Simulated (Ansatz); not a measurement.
# Zinc, hcp under RPBE: ground state and equation of state

What does RPBE give for zinc in the hcp structure? We relax it, solve it on a dense k-mesh, switch on spin-orbit coupling, then scale the cell to 7 volumes from 88 to 112 % of the relaxed one and try a fit of the equation of state. The k-meshes are 13×13×7 for the relaxation; 22×22×10 for the dense run; 13×13×6 for spin-orbit coupling; 22×22×10 for the volumes. It starts from a deposited cell (COD).

Program: Ansatz 0.2.0. Level of theory: DFT RPBE, plane waves (420 eV) with PAW, scalar-relativistic; PBE-made PAW files. These are calculated values, not measurements.

**1. The structure to begin with**

It takes space group P6_3/mmc (No. 194, hexagonal). The conventional cell has a = 2.665 Å, b = 2.665 Å, c = 4.947 Å, α = 90.00°, β = 90.00°, γ = 120.00°. Zn (site symmetry -6m2) has 12 Zn at 2.66 to 2.91 Å as nearest neighbours.

Structure file:

```
CELL_PARAMETERS angstrom
2.66480 0.00000 0.00000
-1.33240 2.30778 0.00000
0.00000 0.00000 4.94670
ATOMIC_POSITIONS crystal
Zn 0.33333 0.66667 0.25000
Zn 0.66667 0.33333 0.75000
```

**2. Geometry optimisation**

File input.yaml:

```yaml
crystal:
  lattice:
    - [2.6647980532, 0.0, 0.0]
    - [-1.3323990266, 2.30778281, 0.0]
    - [0.0, 0.0, 4.9467]
  atoms:
    - { symbol: Zn, position: [0.3333333333, 0.6666666667, 0.25] }
    - { symbol: Zn, position: [0.6666666667, 0.3333333333, 0.75] }
hamiltonian:
  xc: rpbe
  pseudopotentials:
    kind: paw
    azcp:
      Zn: "pseudopotentials/Zn.paw.azcp"
basis:
  ecutwfc: 420
  fft_grid_basis: typed
kpoints:
  mp_grid: { grid: [13, 13, 7], shift: [0, 0, 0] }
magnetization:
  spin_polarized: false
scf:
  occupations: { method: fermi_dirac, width: 0.1 }
relax:
  max_steps: 60
  f_tol: 0.01
  cell: {}
```

After this run come: Dense single point; A two-component run at the same geometry; The cell scaled to 88 % of its volume; The cell scaled to 92 % of its volume; The cell scaled to 96 % of its volume; The cell scaled to 100 % of its volume; The cell scaled to 104 % of its volume; The cell scaled to 108 % of its volume; The cell scaled to 112 % of its volume.

Q: Predict the outcome of this session. Wanted: space group; conventional cell; volume; shortest distance; gap on the mesh; V₀, B₀, B₀′.

The runs gave:

| quantity | value |
| --- | --- |
| space group (spins left aside) | P6_3/mmc (No. 194) |
| conventional cell | a = 2.691 Å, c = 5.058 Å (c/a = 1.879) |
| volume | 15.864 Å³/atom |
| shortest distance | 2.691 Å |
| against the deposited volume | +4.3 % (15.211 Å³/atom) |
| gap on the mesh | none (levels filled in part) |
| V₀, B₀, B₀′ | 15.872 Å³/atom, 63 GPa, 5.5 |

**Reading.** RPBE puts the volume 4.3 % above the deposited one. Cells that are too large are usual for this functional. The deposited cell holds zero-point motion and, unless taken cold, thermal expansion, so the miss against a static lattice is larger still. No gap shows: it is a metal or semimetal at this level. The total energy of the spin-orbit run (on a coarser mesh) lies -74 meV/atom from the scalar one; mesh and treatment of the core enter this figure, so it is no spin-orbit energy. B₀ comes out at 63 GPa; letting shape and positions relax at each volume could only lower it.
